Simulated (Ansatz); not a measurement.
`FC=C=S` + H₂ → `C=C=S` + H–F at 600 K and 1 bar (hydrogenolysis of a C–F bond).

Computed with Ansatz on PBE0-D4/def2-TZVP structures; ΔE is electronic, products minus reactants. CCSD(T)/CBS is the MP2 limit (def2-TZVPP, def2-QZVPP) plus CCSD(T) − MP2 in def2-TZVPP, frozen cores. This one scheme is used for every species.

| species | CCSD(T)/CBS energy (Eh) | H − E (kJ/mol) | S (J/(mol·K)) |
| --- | --- | --- | --- |
| `FC=C=S` | -574.18681 | 96.1 | 331.4 |
| H₂ | -1.17544 | 43.9 | 150.8 |
| `C=C=S` | -475.02456 | 109.0 | 296.8 |
| H–F | -100.39570 | 42.3 | 194.0 |

H − E and S are ideal-gas, rigid-rotor, harmonic terms from PBE0-D4/def2-TZVP. The MP2-based limit puts H₂ 0.8 mEh under its directly extrapolated value; such offsets cancel only in part. 1 Eh = 2625.50 kJ/mol, R = 8.31446 J/(mol·K).

By hand: ΔE, ΔH, ΔS and ΔG.

ΔE = (-475.02456) + (-100.39570) − (-574.18681) − (-1.17544) = -0.05801 Eh = -152.3 kJ/mol. Δ(H − E) = 109.0 + 42.3 − 96.1 − 43.9 = 11.3, so ΔH = -141.0 kJ/mol. ΔS = 296.8 + 194.0 − 331.4 − 150.8 = 8.6 J/(mol·K). ΔG = -141.0 − 600 × (8.6)/1000 = -146.2 kJ/mol.

By hand: the equilibrium constant, and the temperature at which ΔG would vanish if ΔH and ΔS stayed fixed.

log₁₀ K = −ΔG/(RT ln 10) = 12.7. ΔH and −TΔS have one sign here, so there is no such temperature.

The number of gas molecules stays the same, so ΔS is small and ΔH decides. A doubt of 5 kJ/mol in ΔE shifts log₁₀ K by 0.4 here. These are equilibria of isolated gas molecules and say nothing of rates. Largest T1 diagnostic: 0.017 (customary marks: 0.02 for closed shells, 0.045 for open ones).
